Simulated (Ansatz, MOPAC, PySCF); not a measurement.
Process, species as SMILES: C=CC [prop-1-ene] → C1CC1

Quantity: isomerisation energy (enthalpy at 298 K), in kcal/mol. Conventions: no spin-orbit coupling; 6-311+G** with 5d; dispersion terms only where a functional's name holds one; valence correlation only; non-relativistic; 6-31G* and kin with 6d, 5d where marked. CBS(X,Y): correlation extrapolated as X^-3; Hartree-Fock from the larger set. [CCSD(T)-MP2]/basis is that difference in the basis named. Ab initio and DFT rows: single points at B3LYP-D3(BJ) geometries (Ansatz, an electronic-structure program), with unscaled harmonic terms from B3LYP/6-31G* at its own minima. Semi-empirical rows: MOPAC heats of formation at their own minima for 298 K.

Measured values: Active Thermochemical Tables 1.112 (ions: stationary electron), as tabulated in the package chemicals; they hold spin-orbit and core effects, anharmonicity. 

Value to compare with, the measured value: 8.0 kcal/mol.

| level | program | isomerisation energy (enthalpy at 298 K) (kcal/mol) | error |
|---|---|---|---|
| AM1 | MOPAC | 11.2 | 3.2 |
| PBE/3-21G | Ansatz | 10.8 | 2.8 |
| PBE/6-311+G** | Ansatz | 6.2 | -1.8 |
| B3LYP/6-31G | Ansatz | 12.3 | 4.3 |
| M06-2X/6-311+G** | PySCF | 4.5 | -3.5 |
| B3PW91/6-31G* (5d) | PySCF | 4.4 | -3.6 |
| B3LYP/def2-TZVPD | Ansatz | 9.6 | 1.6 |
| B3LYP-D3(BJ)/def2-TZVPD | Ansatz + dftd3 | 9.8 | 1.8 |
| PBE0/def2-TZVPD | Ansatz | 4.4 | -3.6 |
| RI-MP2/CBS(aug-cc-pVTZ,aug-cc-pVQZ)+[CCSD(T)-MP2]/aug-cc-pVTZ | Ansatz | 8.1 | 0.1 |

Among the 6 habitual levels, B3LYP/6-31G lies farthest from the measured value (4.3 kcal/mol) and PBE/6-311+G** nearest (-1.8); 3 of 6 lie above it, and their mean absolute error is 3.2 kcal/mol, the median 3.4. One case shows no general order.

The levels are drawn from those run, B3LYP/6-31G* more often than the rest, none by its result; runs whose electronic state is in doubt are left out.
